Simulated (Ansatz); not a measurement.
Compare A (`N=CC=O`) with its isomer B (`OC1=CN1`).

Gas-phase electronic energies from Ansatz, PBE0-D4/def2-TZVP geometries. CCSD(T)/CBS adds triple-zeta CCSD(T) − MP2 to the extrapolated MP2 energy (def2 sets, frozen cores). DFT in def2-TZVPP. B3LYP here is the variant with VWN-RPA as its local correlation; programs differ in this. One conformer a species, not always the lowest.

Question: Which is lower in electronic energy at CCSD(T)/CBS, and by how much? (Estimate.)

Answer: Ansatz gave: A, by 60.0 kcal/mol.

Question: Give E(B) − E(A) in kcal/mol with PBE0-D4, CCSD(T)/def2-SVP, PBE-D4, LDA (SPW92), B3LYP, ωB97M-V, BLYP-D4. (An estimate is asked.)

Answer: The calculation gave: PBE0-D4 56.3, CCSD(T)/def2-SVP 67.2, PBE-D4 55.7, LDA (SPW92) 49.6, B3LYP 61.4, ωB97M-V 59.2, BLYP-D4 61.6. None reverses the order clearly.

Question: Does the order hold for the free energy at 298.15 K (harmonic terms from PBE0-D4)? (Best estimate.)

Answer: Ansatz gave: Yes: G(B) − G(A) = +59.4 kcal/mol, for one conformer each.

Largest T1 diagnostic: 0.015.

At CCSD(T), def2-SVP lies +7.2 kcal/mol from the extrapolated value and def2-TZVPP +1.9 kcal/mol. In def2-TZVPP, CCSD(T) changes the Hartree–Fock value by −7.4 kcal/mol (the triples alone add −0.7 kcal/mol) and MP2 by −10.0 kcal/mol.
